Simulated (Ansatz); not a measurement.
Property card for Rb₂Ni₃S₄

Level of theory: Ansatz 0.2.0, DFT PBEsol, scalar-relativistic, plane waves, PAW.

Plane waves to 420 eV, a k mesh through Γ of 6×6×6 on the computed 9-atom cell and Gaussian smearing (0.02 eV); no spin polarisation.

The structure is relaxed at this level of theory with its symmetry kept. Whether it is the stable form of this composition wasn't checked.

```cif
data_structure
_symmetry_space_group_name_H-M 'P 1'
_symmetry_Int_Tables_number 1
_cell_length_a 8.4008
_cell_length_b 7.3987
_cell_length_c 5.7190
_cell_angle_alpha 78.497
_cell_angle_beta 59.659
_cell_angle_gamma 41.844
_cell_volume 194.75
loop_
_atom_site_label
_atom_site_type_symbol
_atom_site_fract_x
_atom_site_fract_y
_atom_site_fract_z
_atom_site_occupancy
Rb1 Rb 0.65905 0.65905 0.34095 1
Rb2 Rb 0.34095 0.34095 0.65905 1
Ni1 Ni 0.00000 0.00000 0.00000 1
Ni2 Ni 0.00000 0.00000 0.50000 1
Ni3 Ni 0.50000 0.50000 0.00000 1
S1 S 0.06333 0.72793 0.27207 1
S2 S 0.27207 0.93667 0.06333 1
S3 S 0.72793 0.06333 0.93667 1
S4 S 0.93667 0.27207 0.72793 1
```

(1) Formation energy from the elements' standard states (uncorrected)?

(2) Kohn–Sham band gap?

(3) Löwdin character of the top 1 eV of the valence band?

(4) Löwdin character of the lowest 1 eV of the conduction band?

(5) Electron masses at the edge by Cartesian direction of the standard setting (m_e; degenerate bands sorted by energy; no spin-orbit coupling)?

(6) Hole masses at the edge by Cartesian direction of the standard setting (m_e; degenerate bands sorted by energy; no spin-orbit coupling)?

(7) Bader charges (e)?

A ferromagnetic start lost its moments in a first run, so spin was left out; other magnetic orders weren't tried.

Answers

(1) -0.768 eV/atom.

(2) 0.72 eV, indirect from (0.000, 0.344, 0.344) to (0.500, 0.286, -0.214).

(3) Ni 3d 78 %, S 3p 19 %.

(4) S 3p 51 %, Ni 3d 39 %, unprojected 4 %.

(5) x: 0.56; y: 3.1; z: 1.4.

(6) x: 1.5; y: 1.3; z: 17.

(7) Rb (2 in the cell) 0.79, Ni (1 in the cell) 0.36, Ni (2 in the cell) 0.37, S (4 in the cell) -0.67.